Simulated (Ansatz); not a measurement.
## HAl–AsH2, doublet: the ladder up to UCCSDT(Q)

Geometry: displaced at random from a stationary point.

```yaml
atoms:
  - { symbol: Al, position_ang: [0.0326, -0.1205, 1.7996] }
  - { symbol: As, position_ang: [-0.0361, 0.0314, -0.6615] }
  - { symbol: H, position_ang: [0.0026, 1.3248, 2.5285] }
  - { symbol: H, position_ang: [1.2031, 0.8353, -0.6035] }
  - { symbol: H, position_ang: [0.6064, -1.2694, -0.9287] }
```

Basis cc-pVDZ; Ansatz 0.2.0. Only valence electrons are correlated (noble-gas cores and the filled d shells of p-block atoms frozen), which leaves 11 electrons in 41 orbitals. R marks a restricted (for open shells ROHF) determinant, U an unrestricted one. No spin–orbit coupling is included, and no scalar relativity.

Full CI isn't at hand for all of this; UCCSDT(Q) serves as the reference, and is uncertain by the last step of the cluster series or more. The frozen core follows each run's orbitals, which can shift R against U totals by a few meV for light atoms and by up to 0.1 eV past Ca.

* UHF ⟨S²⟩: 0.758
* T1 diagnostic (RCCSD): 0.0223
* largest doubles amplitude (RCCSD): 0.037
* T1 diagnostic (UCCSD): 0.0178

```tsv
level	E − E(UCCSDT(Q)) (kJ/mol)	wall time
UHF	534.2	–
UMP2	110.9	–
UCCSD	18.1	–
UCCSD(T)	3.6	8.5 s
UCCSDT	0.8	–
```

Run but not shown, since their state, orbitals or frozen core can't be matched to the reference's or they repeat it: RHF, RMP2, CISD, RCCSD, RCCSD(T), BCCD(T), RCCSDT, RCCSDT(Q).

Times hold each run's SCF and search for its determinant on a shared host, so for small cases they say little of a method's own cost; they ran on 1 thread of Arm Neoverse V1. Some runs computed forces too.
